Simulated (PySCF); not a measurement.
**UPBE0/STO-3G run of BNH2 (SMILES B[N])**

Aim: the energy change on altering one bond length of BNH2 at UPBE0/STO-3G, from 2 runs. The job is set up through a Python script.

The results are computed with PySCF 2.14.0.

11 further runs of the same task are left out: 4 that didn't finish, 7 set aside as unsound or not needed.

## 1. The structure to begin with

BNH2: 4 atoms, total charge 0, spin state triplet. SMILES: `B[N]`. The coordinates come from a GFN2-xTB relaxation.

Bond lengths: B1–N2 1.312 Å, B1–H3 1.184 Å, B1–H4 1.184 Å. Angles: N2–B1–H3 118.7°, N2–B1–H4 118.7°, H3–B1–H4 122.6°.

## 2. The energy at UPBE0/STO-3G

File job.py:

```python
from pyscf import gto, dft

mol = gto.M(
    atom='''
B     -0.067558     0.012434    -0.045221
N      1.968679    -0.362185     1.318424
H     -1.997289    -0.895711     0.632302
H      0.096168     1.245443    -1.905486
''',
    basis='sto-3g',
    verbose=3,
    unit='bohr',
    max_memory=1860,
    charge=0,
    spin=2,
)

myscf = dft.UKS(mol, xc='pbe0')
myscf.grids.level = 5
myscf.conv_tol = 1e-10
myscf.kernel()
if not myscf.converged:
    myscf = myscf.newton().run(myscf.mo_coeff, myscf.mo_occ)

e_tot = myscf.e_tot
print('E = %.10f Eh' % e_tot)
```

Run with:

```
$ OMP_NUM_THREADS=1 python job.py
```

Standard output:

```text
WARN: HOMO -0.16584084263562 >= LUMO -0.269852242391318

converged SCF energy = -79.5223772097812  <S^2> = 2.0022338  2S+1 = 3.0014888
E = -79.5223772098 Eh
```

Wall time 2.4 s (1 thread of Arm Neoverse V1, shared host); peak memory 0.17 GiB.

## 3. The distorted shape at the same level

File job.py:

```python
from pyscf import gto, dft

system = gto.Mole()
system.atom = '''
B     -3.732736     0.686740    -2.499751
N      1.968679    -0.362185     1.318424
H     -5.662468    -0.221406    -1.822227
H     -3.569010     1.919748    -4.360016
'''
system.unit = 'bohr'
system.verbose = 3
system.spin = 2
system.max_memory = 1860
system.basis = 'sto-3g'
system.build()

mf = dft.UKS(system)
mf.xc = 'pbe0'
mf.grids.level = 5
mf.conv_tol = 1e-10
mf.kernel()
if not mf.converged:
    mf = mf.newton().run(mf.mo_coeff, mf.mo_occ)

energy = mf.e_tot
print('E(%s) = %.9f' % ('PBE0', energy))
```

Run with:

```
$ OMP_NUM_THREADS=1 python job.py
```

Standard output:

```text
WARN: HOMO -0.14199985199729 >= LUMO -0.142009218544771

WARN: HOMO 0.216368981430634 >= LUMO -0.0782065753528056

converged SCF energy = -79.3841170734412  <S^2> = 2.9952478  2S+1 = 3.6029143
E(PBE0) = -79.384117073
```

Run time: 2.9 s. Hardware: 1 thread of Arm Neoverse V1, shared host; peak memory 0.17 GiB.

## 4. Results

At UPBE0/STO-3G:

| quantity | value |
| --- | --- |
| first shape: total energy | -79.52238 Eh |
| first shape: dipole moment | 0.74 D |
| first shape: HOMO energy (highest over α and β) | -5.96 eV |
| first shape: LUMO energy (lowest over α and β) | -3.01 eV |
| first shape: ⟨S²⟩ | 2.002 |
| distorted shape: total energy | -79.38412 Eh |
| distorted shape: dipole moment | 0.07 D |
| distorted shape: HOMO energy (highest over α and β) | -4.10 eV |
| distorted shape: LUMO energy (lowest over α and β) | 1.09 eV |
| distorted shape: ⟨S²⟩ | 2.995 |
| energy change with the B1–N2 bond stretched from 1.312 to 3.673 Å | 3.762 eV |

**Reading.** With the B1–N2 bond stretched from 1.312 to 3.673 Å the energy rises by 3.76 eV (87 kcal/mol). The first shape isn't relaxed at this level, so the change isn't measured from a minimum. The minimal basis adds a large error of its own. Mulliken charges (first shape) run from -0.14 on N2 to +0.16 on B1. ⟨S²⟩ (distorted shape) is 3.00 where a pure triplet has 2.00: the reference is spin-contaminated.
